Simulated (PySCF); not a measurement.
C₃H₄, SMILES C(=C)=C. Coordinates come from a PBE0-D3(BJ)/def2-TZVP optimisation.

**Question.** Give the equilibrium geometry at PBE0-D3(BJ)/def2-TZVP (PySCF confirms it by a frequency run) as bond lengths and angles, and its point group. (An estimate is asked for; the answer gives what the named calculation found.)

**Answer.** point group D2d.
Atoms: C1 C2 C3 H4 H5 H6 H7. Bonded distances (Å): C1–C2 1.299, C1–H4 1.085, C1–H5 1.085, C2–C3 1.299, C3–H6 1.085, C3–H7 1.085. Bond angles (°): C2–C1–H4 121.1, C2–C1–H5 121.1, H4–C1–H5 117.7, C1–C2–C3 180.0, C2–C3–H6 121.1, C2–C3–H7 121.1, H6–C3–H7 117.7.
